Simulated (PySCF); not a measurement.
PySCF input file for BCl₃, SMILES ClB(Cl)Cl, TPSSh-D3(BJ)/def2-SVP. Coordinates come from a TPSSh-D3(BJ)/def2-SVP optimisation. The isomer is the one that the SMILES or the coordinates give; other isomers of the formula were not compared.

```python
import numpy as np
from pyscf import gto, scf, dft, df
from pyscf.hessian import thermo

mol = gto.M(
    atom='''
    B     0.00000000    0.00000000    0.00000000
    Cl    1.74902354   -0.00000000   -0.00000000
    Cl   -0.87451177   -1.51469882   -0.00000000
    Cl   -0.87451177    1.51469882    0.00000000
    ''',
    basis='def2-SVP',
    charge=0,
    spin=0,
    max_memory=1600,
    verbose=3,
)
mf = dft.RKS(mol, xc='tpssh').density_fit(auxbasis='def2-universal-jkfit')
mf.disp = 'd3bj'
mf.grids.level = 4
mf.conv_tol = 1e-11
mf.max_cycle = 100
mf.kernel()

# [left out here: the lines that compute and print the analytic Hessian (its translational invariance restored by hand, since the grid's response is missing), thermochemistry and intensities]
```

Program output:

```
converged SCF energy = -1405.18014474201

WARN: MGGA Hessian is sensitive to dft grids. grids.level 4 may not be dense enough.


WARN: DFTD3 does not support analytical Hessian, using finite difference


WARN: Mole.unit (angstrom) is changed to Bohr

Mode                                 0                   1                   2
Irrep
Freq [cm^-1]                      251.2345            251.2592            446.7305
Reduced mass [au]                  31.5160             31.5163             11.5508
Force const [Dyne/A]                1.1720              1.1723              1.3582
Char temp [K]                     361.4705            361.5060            642.7457
Normal mode                   x     y     z       x     y     z       x     y     z
       0   B                -0.00  0.07  0.00   -0.07 -0.00  0.00    0.00 -0.00  0.29
       1  Cl                -0.00 -0.10 -0.00   -0.09  0.00 -0.00    0.00  0.00 -0.03
       2  Cl                 0.08  0.04 -0.00    0.05 -0.08 -0.00   -0.00 -0.00 -0.03
       3  Cl                -0.08  0.04 -0.00    0.05  0.08 -0.00   -0.00  0.00 -0.03
Mode                                 3                   4                   5
Irrep
Freq [cm^-1]                      469.4325            976.0199            976.0256
Reduced mass [au]                  35.4500             12.0405             12.0404
Force const [Dyne/A]                4.6027              6.7579              6.7580
Char temp [K]                     675.4089           1404.2753           1404.2836
Normal mode                   x     y     z       x     y     z       x     y     z
       0   B                -0.00  0.00  0.00    0.00 -0.28 -0.00   -0.28 -0.00  0.00
       1  Cl                -0.10 -0.00 -0.00   -0.00  0.00  0.00    0.05  0.00 -0.00
       2  Cl                 0.05  0.08 -0.00    0.02  0.04  0.00    0.02  0.02 -0.00
       3  Cl                 0.05 -0.08 -0.00   -0.02  0.04  0.00    0.02 -0.02 -0.00
temperature 298.1500 [K]
pressure 101325.00 [Pa]
Rotational constants [GHz] 3.10684 3.10684 1.55342
Symmetry number 6
Zero-point energy (ZPE) 0.00768 [Eh]   20161.276 [J/mol]
                           tot       elec      trans        rot        vib
Entropy [J/mol/K]       289.897      0.000    168.155    100.008     21.734
Cv [J/mol/K]             54.297      0.000     12.472     12.472     29.354
Cp [J/mol/K]             62.612      0.000     20.786     12.472     29.354
Internal energy [J/mol]                      3718.434   3718.434  24269.138
Internal energy [Eh]   -1405.16807  -1405.18014
Enthalpy [J/mol]                             6197.391   3718.434  24269.138
Enthalpy [Eh]          -1405.16712
Gibbs free energy [J/mol]                  -43938.089 -26099.031  17789.156
Gibbs free energy [Eh] -1405.20004
mode   freq/cm-1   IR/(km/mol)
   1      251.23         0.765
   2      251.26         0.765
   3      446.73         7.233
   4      469.43         0.000
   5      976.02       367.442
   6      976.03       367.439
max |gradient| / (hartree/bohr): 1.0619081854324657e-06
APT charges: [ 1.3471 -0.449  -0.4491 -0.4491]
```

Self-consistency was reached.

Cost: around 90 core-seconds (rough).
